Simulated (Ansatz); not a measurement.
Results of LDA (PAW; Ansatz, a quantum-chemistry and plane-wave program) for rock-salt HfC.

Numerical settings: plane-wave cutoff 520 eV, 16×16×16 k mesh, Fermi–Dirac smearing 0.1 eV, perturbation theory, scalar-relativistic PAW data made under PBE.

Cell (measured lattice):

```
HfC
1.0
    0.00000     2.32000     2.32000
    2.32000     0.00000     2.32000
    2.32000     2.32000     0.00000
Hf C
1 1
Direct
  0.00000   0.00000   0.00000
  0.50000   0.50000   0.50000
```

### Question
Give the computed TO(Γ) frequency.

### Answer

- TO(Γ) frequency = 421 cm⁻¹

Note: the cell isn't this level's own, so it is under some stress, which shifts stiffness and frequencies.

Spin–orbit coupling is not included.

Cost on a shared machine: about 15 core-minutes (a rough figure).
